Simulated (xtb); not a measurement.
xtb input (GFN1-xTB):

```bash
xtb mol.xyz --gfn 1 --sp --chrg -1 --uhf 0
```
mol.xyz:
```
11

C      0.00665950     1.54479392     0.01509290
C      1.17493834     0.74565165     0.01275948
C      1.19231559    -0.65251117    -0.00079146
C     -0.00587912    -1.36377009    -0.01332427
C     -1.19789656    -0.64209902    -0.01185711
C     -1.16846543     0.75585990     0.00191054
H      2.15387681     1.23679856     0.02212182
H      2.13917154    -1.19434108    -0.00165057
H     -0.01056120    -2.44986618    -0.02393561
H     -2.14938844    -1.17565942    -0.02150474
H     -2.14313261     1.25551703     0.00222853
```

Output:

```
           -------------------------------------------------
          |                Calculation Setup                |
           -------------------------------------------------

           -------------------------------------------------
          |                 G F N 1 - x T B                 |
           -------------------------------------------------

        Reference                      10.1021/acs.jctc.7b00118
      * Hamiltonian:
        H0-scaling (s, p, d)           1.850000    2.250000    2.000000
        zeta-weighting                 0.000000
      * Dispersion:
        s8                             2.400000
        a1                             0.630000
        a2                             5.000000
        s9                             0.000000
      * Repulsion:
        kExp                           1.500000
        rExp                           1.000000
      * Coulomb:
        alpha                          2.000000
        third order                    atomic
        anisotropic                    false
      * Halogen bond correction:
        rad-scale                      1.300000
        damping                        0.440000

          ...................................................
          :                      SETUP                      :
          :.................................................:
          :  # basis functions                  34          :
          :  # atomic orbitals                  34          :
          :  # shells                           22          :
          :  # electrons                        30          :
          :  # halogen bonds                     0          :
          :  max. iterations                   250          :
          :  Hamiltonian                  GFN1-xTB          :
          :  restarted?                      false          :
          :  GBSA solvation                  false          :
          :  PC potential                    false          :
          :  electronic temp.          300.0000000     K    :
          :  accuracy                    1.0000000          :
          :  -> integral cutoff          0.2500000E+02      :
          :  -> integral neglect         0.1000000E-07      :
          :  -> SCF convergence          0.1000000E-05 Eh   :
          :  -> wf. convergence          0.2000000E-04 e    :
          :  Broyden damping             0.4000000          :
          :  net charge                         -1          :
          :  unpaired electrons                  0          :
          ...................................................

 iter      E             dE          RMSdq      gap      omega  full diag
   1    -15.7011211 -0.157011E+02  0.102E+01    3.38       0.0  T
   2    -15.7444449 -0.433238E-01  0.606E+00    2.31       1.0  T
   3    -15.7407757  0.366927E-02  0.115E+00    2.45       1.0  T
   4    -15.7474230 -0.664732E-02  0.198E-01    2.27       1.0  T
   5    -15.7477496 -0.326628E-03  0.179E-02    2.33       1.7  T
   6    -15.7477517 -0.210677E-05  0.226E-03    2.33      13.4  T
   7    -15.7477518 -0.228369E-07  0.332E-04    2.33      90.7  T
   8    -15.7477518 -0.285464E-09  0.116E-04    2.33     260.5  T
   9    -15.7477518 -0.556177E-10  0.474E-05    2.33     636.0  T

   *** convergence criteria satisfied after 9 iterations ***

         #    Occupation            Energy/Eh            Energy/eV
      -------------------------------------------------------------
         1        2.0000           -0.4456423             -12.1265
       ...           ...                  ...                  ...
         9        2.0000           -0.2995017              -8.1499
        10        2.0000           -0.2809206              -7.6442
        11        2.0000           -0.2794446              -7.6041
        12        2.0000           -0.2315627              -6.3011
        13        2.0000           -0.2083326              -5.6690
        14        2.0000           -0.1920192              -5.2251
        15        2.0000           -0.1176448              -3.2013 (HOMO)
        16                         -0.0320601              -0.8724 (LUMO)
        17                         -0.0258271              -0.7028
        18                          0.0823425               2.2407
        19                          0.0875983               2.3837
        20                          0.0950821               2.5873
       ...                                ...                  ...
        34                          0.8297950              22.5799
      -------------------------------------------------------------
                  HL-Gap            0.0855848 Eh            2.3289 eV
             Fermi-level           -0.0748524 Eh           -2.0368 eV

 SCC (total)                   0 d,  0 h,  0 min,  0.012 sec
 SCC setup                      ...        0 min,  0.000 sec (  1.845%)
 Dispersion                     ...        0 min,  0.000 sec (  0.794%)
 classical contributions        ...        0 min,  0.000 sec (  0.495%)
 integral evaluation            ...        0 min,  0.003 sec ( 24.007%)
 iterations                     ...        0 min,  0.003 sec ( 29.946%)
 molecular gradient             ...        0 min,  0.005 sec ( 39.534%)
 printout                       ...        0 min,  0.000 sec (  3.139%)

         :::::::::::::::::::::::::::::::::::::::::::::::::::::
         ::                     SUMMARY                     ::
         :::::::::::::::::::::::::::::::::::::::::::::::::::::
         :: total energy             -15.493804101521 Eh    ::
         :: gradient norm              0.016968501521 Eh/a0 ::
         :: HOMO-LUMO gap              2.328880520875 eV    ::
         ::.................................................::
         :: SCC energy               -15.747751751153 Eh    ::
         :: -> electrostatic           0.114666172375 Eh    ::
         :: repulsion energy           0.258206661279 Eh    ::
         :: dispersion energy         -0.004259011647 Eh    ::
         :: halogen bond corr.         0.000000000000 Eh    ::
         :: add. restraining           0.000000000000 Eh    ::
         :: total charge              -1.000000000000 e     ::
         :::::::::::::::::::::::::::::::::::::::::::::::::::::

           -------------------------------------------------
          |                Property Printout                |
           -------------------------------------------------

    * Orbital Energies and Occupations

         #    Occupation            Energy/Eh            Energy/eV
      -------------------------------------------------------------
         1        2.0000           -0.4456423             -12.1265
       ...           ...                  ...                  ...
         3        2.0000           -0.4100227             -11.1573
         4        2.0000           -0.3822434             -10.4014
         5        2.0000           -0.3769246             -10.2566
         6        2.0000           -0.3572777              -9.7220
         7        2.0000           -0.3117588              -8.4834
         8        2.0000           -0.3049213              -8.2973
         9        2.0000           -0.2995017              -8.1499
        10        2.0000           -0.2809206              -7.6442
        11        2.0000           -0.2794446              -7.6041
        12        2.0000           -0.2315627              -6.3011
        13        2.0000           -0.2083326              -5.6690
        14        2.0000           -0.1920192              -5.2251
        15        2.0000           -0.1176448              -3.2013 (HOMO)
        16                         -0.0320601              -0.8724 (LUMO)
        17                         -0.0258271              -0.7028
Note: The following floating-point exceptions are signalling: IEEE_DENORMAL
normal termination of xtb
        18                          0.0823425               2.2407
        19                          0.0875983               2.3837
        20                          0.0950821               2.5873
        21                          0.1027702               2.7965
        22                          0.1188369               3.2337
        23                          0.1307380               3.5576
        24                          0.4100734              11.1587
        25                          0.4194583              11.4140
        26                          0.4314733              11.7410
       ...                                ...                  ...
        34                          0.8297950              22.5799
      -------------------------------------------------------------
                  HL-Gap            0.0855848 Eh            2.3289 eV
             Fermi-level           -0.0748524 Eh           -2.0368 eV

  Mulliken/CM5 charges         n(s)   n(p)   n(d)
     1C    -0.48781 -0.49473   1.363  3.125  0.000
     2C    -0.00122 -0.05209   1.053  2.948  0.000
     3C    -0.08369 -0.13867   1.053  3.031  0.000
     4C    -0.08076 -0.13624   1.040  3.041  0.000
     5C    -0.08369 -0.13867   1.053  3.031  0.000
     6C    -0.00122 -0.05209   1.053  2.948  0.000
     7H    -0.06781 -0.01322   1.068  0.000  0.000
     8H    -0.04271  0.01210   1.043  0.000  0.000
     9H    -0.04057  0.01473   1.041  0.000  0.000
    10H    -0.04271  0.01210   1.043  0.000  0.000
    11H    -0.06781 -0.01322   1.068  0.000  0.000

Wiberg/Mayer (AO) data.
largest (>0.10) Wiberg bond orders for each atom

 ---------------------------------------------------------------------------
     #   Z sym  total        # sym  WBO       # sym  WBO       # sym  WBO
 ---------------------------------------------------------------------------
     1   6 C    3.052 --     6 C    1.405     2 C    1.405     4 C    0.120
     2   6 C    3.982 --     3 C    1.444     1 C    1.405     7 H    0.975
     3   6 C    3.987 --     2 C    1.444     4 C    1.426     8 H    0.975
     4   6 C    3.987 --     5 C    1.426     3 C    1.426     9 H    0.976
                             1 C    0.120
     5   6 C    3.987 --     6 C    1.444     4 C    1.426    10 H    0.975
     6   6 C    3.982 --     5 C    1.444     1 C    1.405    11 H    0.975
     7   1 H    1.035 --     2 C    0.975
     8   1 H    1.009 --     3 C    0.975
     9   1 H    1.008 --     4 C    0.976
    10   1 H    1.009 --     5 C    0.975
    11   1 H    1.035 --     6 C    0.975
 ---------------------------------------------------------------------------

Topologies differ in total number of bonds
Writing topology from bond orders to xtbtopo.mol

 dipole moment from electron density (au)
     X       Y       Z
  -0.0083  -1.9341  -0.0189  total (Debye):    4.916

           -------------------------------------------------
          | TOTAL ENERGY              -15.493804101521 Eh   |
          | GRADIENT NORM               0.016968501521 Eh/α |
          | HOMO-LUMO GAP               2.328880520875 eV   |
           -------------------------------------------------

------------------------------------------------------------------------
------------------------------------------------------------------------
 total:
 SCF:
```

It need not be the lowest isomer of its formula. Whether it binds its extra electron was not tested at this geometry.
